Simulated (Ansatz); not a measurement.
α-quartz (SiO2)

Computed with PBE (Ansatz, an electronic-structure program, PAW).

Numerical settings: plane-wave cutoff 520 eV, 6×6×4 k mesh (along the axes of the cell as run), perturbation theory, scalar-relativistic PAW data made under PBE.

Cell (relaxed at this level):

Space group P3₂21 (No. 154); a = b = 5.023 Å, c = 5.511 Å, α = β = 90.00°, γ = 120.00°

```json
[
 {"atom": "Si", "site": "3a", "symmetry": ".2.", "x": "0.5232", "y": "0.5232", "z": "0.0000"},
 {"atom": "O", "site": "6c", "symmetry": "1", "x": "0.2552", "y": "0.4146", "z": "0.2049"}
]
```

high-frequency dielectric constant (mean over three axes): 2.43
dielectric constant ε0 (ions relaxed) (mean over three axes): 4.64

Measured, for comparison: high-frequency dielectric constant 2.36 (temperature not stated, no zero-point or thermal correction, mean, our sources range from 2.30 to 2.36; as tabulated in Chen et al. (2018), doi:10.1103/physrevmaterials.2.073803); static dielectric constant 4.5 (temperature not stated, no zero-point or thermal correction, mean of the two values across and the one along c; as tabulated in He et al. (2014), arXiv:1309.4805). Computed (rounded) less measured: high-frequency dielectric constant +3 % (+3 % to +6 % over the range), static dielectric constant +3 %.

It cost about 40 core-minutes (a rough figure) of CPU time.
